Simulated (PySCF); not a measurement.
**Molecular orbitals of SH⁺**

B3LYP at R = 1.370 Å; PySCF, no relativity, basis sets H def2-TZVPPD, S def2-TZVPPD. State: ³Σ⁻ (triplet), unpaired electrons π ↑↑. Only the outer orbitals are listed, counted within each symmetry.

```
spin  orbital  occ.  ε (eV)  on H (%)         main shells (%)
   α       4σ     1  -30.42         4                  94 S s
   α       5σ     1  -20.59        26          64 S p, 26 H s
   α       2π     1  -18.38         0                  99 S p
   α       2π     1  -18.38         0                  99 S p
   α       6σ     0   -7.82        48  43 H s, 24 S d, 23 S p
   β       4σ     1  -28.05        10          86 S s, 10 H s
   β       5σ     1  -19.88        27  60 S p, 26 H s, 12 S s
   β       2π     0  -13.73         2                  98 S p
   β       2π     0  -13.73         2                  98 S p
   β       6σ     0   -7.23        46  38 H s, 23 S p, 21 S d
```

Problem. Which are the highest filled and the lowest empty level, where do they sit, and how wide is the gap?

Solution. Highest filled α 2π at -18.38 eV (in %: 99 S p); lowest empty β 2π at -13.73 eV (in %: 98 S p); the gap at B3LYP is 4.65 eV. Both belong to one degenerate shell, split only by its one-sided filling, so this is no excitation gap.

| Quantity | Value |
| --- | --- |
| bond order (Mayer) | 0.84 |
| ⟨S²⟩ | 2.006 |
| charge on H (Mulliken, basis-dependent) | 0.32 |
| charge on H (Löwdin, basis-dependent) | -0.23 |
| dipole moment (positive dipole points towards S; it is taken about the centre of mass and depends on that origin) | -1.27 D |
| polarisability along the bond | 16.0 bohr³ |
| polarisability across the bond | 12.2 bohr³ |

The state is the lowest determinant that a PBE0 search found; another state may lie lower at other levels.
